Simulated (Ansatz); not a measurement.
# C4H6F2: a ladder of functionals and wavefunction methods

An exercise on one series of results from a longer session: the logs are not shown, and one member is left open.

The runs use Ansatz 0.2.0, Gaussian basis; functionals in def2-TZVPP, the program's frozen cores in correlated methods.

The runs, in order: PBE-D4, r2SCAN-D4, PBE0-D4, B3LYP-D4, ωB97X-V, ωB97M-V, B2PLYP; CCSD(T)/def2-TZVPP; MP2/def2-QZVPP; extrapolation to the limit.

### Structure used throughout

The geometry comes from an earlier relaxation with PBE0-D4 in a triple-zeta def2 set; it is a stationary point, not always the lowest conformer.

SMILES `FCC1(F)CC1`, 12 atoms, charge 0, spin multiplicity 1.

Atoms are counted from 1 here; the program's logs count them from 0.

Bond lengths: F1–C2 1.378 Å, C2–C3 1.501 Å, C2–H7 1.094 Å, C2–H8 1.094 Å, C3–F4 1.370 Å, C3–C5 1.480 Å, C3–C6 1.480 Å, C5–C6 1.514 Å, C5–H9 1.082 Å, C5–H10 1.083 Å, C6–H11 1.083 Å, C6–H12 1.082 Å. Angles: F1–C2–C3 109.9°, F1–C2–H7 108.5°, F1–C2–H8 108.5°, C3–C2–H7 110.2°, C3–C2–H8 110.2°, H7–C2–H8 109.4°, C2–C3–F4 109.0°, C2–C3–C5 122.7°, C2–C3–C6 122.7°, F4–C3–C5 117.1°, F4–C3–C6 117.1°, C5–C3–C6 61.5°, C3–C5–C6 59.2°, C3–C5–H9 116.5°, C3–C5–H10 118.0°, C6–C5–H9 117.3°, C6–C5–H10 118.3°, H9–C5–H10 115.8° and more.

The first run:

File in.yaml:

```yaml
crystal:
  periodic: [false, false, false]
  atoms:
    - {symbol: F, position_ang: [-1.017981, 1.388470, 1.075563]}
    - {symbol: C, position_ang: [-1.250918, 0.064539, 0.772754]}
    - {symbol: C, position_ang: [-0.130745, -0.470958, -0.071058]}
    - {symbol: F, position_ang: [-0.380441, -1.786825, -0.361346]}
    - {symbol: C, position_ang: [0.539141, 0.335275, -1.116387]}
    - {symbol: C, position_ang: [1.282576, -0.081782, 0.135132]}
    - {symbol: H, position_ang: [-2.199590, -0.006406, 0.232044]}
    - {symbol: H, position_ang: [-1.322724, -0.498352, 1.708370]}
    - {symbol: H, position_ang: [0.789209, -0.178338, -2.035840]}
    - {symbol: H, position_ang: [0.250948, 1.373689, -1.220027]}
    - {symbol: H, position_ang: [1.498282, 0.673968, 0.879719]}
    - {symbol: H, position_ang: [2.019343, -0.868480, 0.035075]}
basis:
  gaussian: {orbitals: def2-TZVPP}
hamiltonian: {xc: pbe, dispersion: d4}
output: {forces: true, orbitals: {seedname: orbitals}}
```

Launch:

```console
> ansatz run in.yaml --threads 4 --pin off --events-out ev --progress --plain --max-ram 10444MiB
```

Steps of the session up to this table: PBE-D4 (GGA); r2SCAN-D4 (meta-GGA); PBE0-D4 (hybrid); B3LYP-D4 (hybrid); ωB97X-V (range-separated); ωB97M-V (range-separated); B2PLYP (double hybrid); CCSD(T) in def2-TZVPP; MP2 in def2-QZVPP.

One table of the session follows, with a row left open; its other results are not shown here.

```
            method  atomisation energy (kJ/mol)
            PBE-D4                       5030.6
         r2SCAN-D4                       4899.5
           PBE0-D4                       4926.6
          B3LYP-D4                       4865.6
           ωB97X-V                       4893.5
           ωB97M-V                       4894.3
            B2PLYP                       4825.7
     HF/def2-TZVPP                       3551.2
    MP2/def2-TZVPP                       4866.5
   CCSD/def2-TZVPP                       4676.9
CCSD(T)/def2-TZVPP                       4752.4
           MP2/CBS                            ?
       CCSD(T)/CBS                       4866.6
```

**Question.** Estimate the row for MP2/CBS.

The run gave: atomisation energy (kJ/mol): 4980.7. In the column «atomisation energy (kJ/mol)» it lies between PBE0-D4 (4926.6) and PBE-D4 (5030.6).
